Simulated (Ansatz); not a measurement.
C5H12O, SMILES `CCCCOC`, relaxed with RKS PBE-D4/def2-SVP in the Gaussian-basis code of Ansatz from a rough embedded geometry. The force threshold is 0.03 eV/Å; the program also tests the step.

Charge 0, multiplicity 1.

Start:

```xyz
18

C    -0.768   -2.474    1.394
C    -0.986   -1.205    0.625
C     0.344   -0.494    0.288
C     0.009    0.888   -0.469
O     1.323    1.460   -0.719
C     1.154    2.678   -1.429
H    -0.219   -2.313    2.292
H    -0.140   -3.156    0.723
H    -1.705   -3.038    1.570
H    -1.564   -1.428   -0.300
H    -1.632   -0.584    1.247
H     0.932   -1.117   -0.337
H     0.924   -0.304    1.182
H    -0.549    1.469    0.164
H    -0.477    0.638   -1.375
H     2.127    3.090   -1.630
H     0.651    2.525   -2.405
H     0.574    3.365   -0.821
```

Q: By how much does the energy fall, and how many steps does the optimiser take? (An estimate is asked.)

A: The calculation gave: 63.01 kJ/mol, in 5 steps.

Q: Which bonds change most? (An estimate is asked.)

A: Ansatz gave: C4–H14 from 1.024 to 1.122 Å; C3–C4 from 1.611 to 1.522 Å; C4–H15 from 1.057 to 1.122 Å; C3–H12 from 1.060 to 1.112 Å.

Q: Give the relaxed structure. (Estimate.)

A: Computed: 
```xyz
18

C    -0.743   -2.532    1.365
C    -0.992   -1.214    0.630
C     0.297   -0.470    0.273
C     0.054    0.840   -0.462
O     1.296    1.451   -0.742
C     1.166    2.671   -1.425
H    -0.195   -2.365    2.316
H    -0.132   -3.227    0.752
H    -1.692   -3.050    1.613
H    -1.574   -1.409   -0.298
H    -1.637   -0.555    1.254
H     0.948   -1.112   -0.361
H     0.883   -0.253    1.193
H    -0.589    1.519    0.158
H    -0.516    0.654   -1.410
H     2.184    3.074   -1.599
H     0.660    2.551   -2.416
H     0.582    3.426   -0.842
```
